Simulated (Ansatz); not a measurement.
# CrF3: structure and electronic state

Aim: characterise CrF3 as a quartet: its structure, frontier levels and distribution of charge and spin.

Program: Ansatz 0.2.0, Gaussian basis. Level of theory: UKS PBE0-D4/def2-TZVP. These are calculated values, not measurements.

The runs, in order: relaxation at r2SCAN-D4/def2-TZVP; a search for the lowest solution at PBE0-D4/def2-SVP; a single point at PBE0-D4/def2-TZVP; harmonic vibrations at r2SCAN-D4/def2-TZVP.

### Step 1. Where the work starts

4 atoms, charge 0, spin multiplicity 4.

Atoms are counted from 1 here; the program's logs count them from 0.

Bond lengths: Cr1–F2 1.710 Å, Cr1–F3 1.710 Å, Cr1–F4 1.710 Å. Angles: F2–Cr1–F3 120.0°, F2–Cr1–F4 120.0°, F3–Cr1–F4 120.0°.

Formally the metal is d3. No spin-orbit coupling is included.

The start is a GFN2-xTB geometry.

### Step 2. Relaxation at r2SCAN-D4/def2-TZVP

in.yaml reads:

```yaml
crystal:
  periodic: [false, false, false]
  atoms:
    - {symbol: Cr, position_ang: [-0.000100, -0.000070, 0.001120]}
    - {symbol: F, position_ang: [1.709760, -0.025850, 0.011940]}
    - {symbol: F, position_ang: [-0.832260, 1.493720, -0.016600]}
    - {symbol: F, position_ang: [-0.877400, -1.467800, 0.003540]}
basis:
  gaussian: {orbitals: def2-TZVP}
magnetization: {spin_polarized: true, initial_magnetization: 3}
hamiltonian: {xc: r2scan, dispersion: d4}
scf: {lower_state_search: "off"}
output: {orbitals: {seedname: orbitals}}
relax: {f_tol: 0.02, max_steps: 100}
```

Started as:

```bash
ansatz run in.yaml --threads 4 --pin off --events-out ev --progress --plain --max-ram 3916MiB
```

After this run come: Searching for the lowest solution, PBE0-D4/def2-SVP; Single point, PBE0-D4/def2-TZVP; Harmonic vibrations.

Q: Predict the results of all the runs planned. Wanted: point group; near neighbours of the metal; HOMO, LUMO at PBE0-D4/def2-TZVP; ⟨S²⟩; charge on the metal; spin on the metal; dipole at r2SCAN-D4/def2-TZVP; lowest, highest wavenumber.

**Answer**, as computed:

| quantity | value |
| --- | --- |
| point group | D3h |
| near neighbours of the metal | F 1.73, F 1.73, F 1.73 Å |
| HOMO, LUMO at PBE0-D4/def2-TZVP (over both spins) | -9.26, -3.84 eV |
| ⟨S²⟩ | 3.775 |
| charge on the metal (Mulliken, PBE0-D4/def2-TZVP) | +1.48 e |
| spin on the metal (Mulliken) | 3.05 |
| dipole at r2SCAN-D4/def2-TZVP | 0.06 D |
| lowest, highest wavenumber | 38, 779 cm⁻¹ |

The molecule keeps its bonding pattern by the stored test; the atoms moved 0.01 Å (rms). Of 3 unpaired electrons, 3.05 sit on the metal by Mulliken's count, more than all: the ligands carry opposite spin. The Mulliken charge of the metal, +1.48 e, depends on the basis and isn't its oxidation state. All wavenumbers are real: a minimum at this level. The alpha HOMO lies nearest to Cr1 86 % and the alpha LUMO to Cr1 71 %; F2, F3, F4 about 10 % each. Whether this spin is the lowest isn't tested here.
